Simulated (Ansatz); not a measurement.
The input, for Ansatz 0.2.0:

```yaml
crystal:
  periodic: [false, false, false]
  atoms:
    - {symbol: B, position_ang: [0.000000, -0.350303, 1.718937]}
    - {symbol: N, position_ang: [0.000000, 0.193192, -1.252772]}
    - {symbol: H, position_ang: [0.000000, 0.487319, 2.571656]}
    - {symbol: H, position_ang: [0.000000, 1.121511, -1.652984]}
    - {symbol: H, position_ang: [0.000000, -0.536198, -1.946730]}
basis:
  gaussian: {orbitals: cc-pVDZ}
magnetization: {spin_polarized: false, initial_magnetization: 1}
correlation: {active_space: {ras: {orbitals: [5, 1, 35], electrons: 11, max_holes: 2, max_particles: 2}, fixed_orbitals: true}}
```

```sh
$ ansatz run in.yaml --threads 1 --pin off --events-out ev --progress --plain --max-ram 2393MiB
```

The program prints:

```
401 factors; integrals over basis functions are off by at most 1.4e-3 eV
mean field evaluation 1: about -2185.3546 eV, gradient 4.3e1 eV
mean field evaluation 2: about -2185.3545 eV, gradient 4.3e1 eV
mean field evaluation 4: about -2194.1148 eV, gradient 1.9e1 eV
mean field evaluation 8: about -2195.4079 eV, gradient 1.8e-1 eV
mean field evaluation 16: about -2190.8417 eV, gradient 8.8e0 eV
mean field evaluation 32: about -2189.7296 eV, gradient 8.5e-3 eV
mean field evaluation 64: about -2189.7228 eV, gradient 5.6e-1 eV
mean field -2195.40836518 eV, -80.6797693193 hartree, gradient 1.6e-6 eV, S^2 0.750000; 8 other end points of the search recorded, 0 dependent functions left out
reference -2195.40836518 eV, -80.6797693193 hartree; 8, 7 occupied and 35, 36 virtual orbitals, 401 factors
state -2201.76896517 eV, -80.9135170575 hartree
Total energy: -2201.76896517 eV, -80.9135170575 hartree
```

Natural occupations: 1.9801 1.9709 1.9703 1.9694 1.9264 0.9938 0.0335 0.0310 0.0203 0.0191 0.0149 0.0107 0.0064 0.0062 0.0056 0.0051 0.0050 0.0048 0.0046 0.0043 0.0041 0.0037 0.0016 0.0010.

For the same geometry and basis UCCSDT(Q) lies 746.4 meV lower.

Ran on 1 thread of Intel Xeon Platinum 8259CL, shared host: 4 s wall, 0.16 GiB peak host memory.
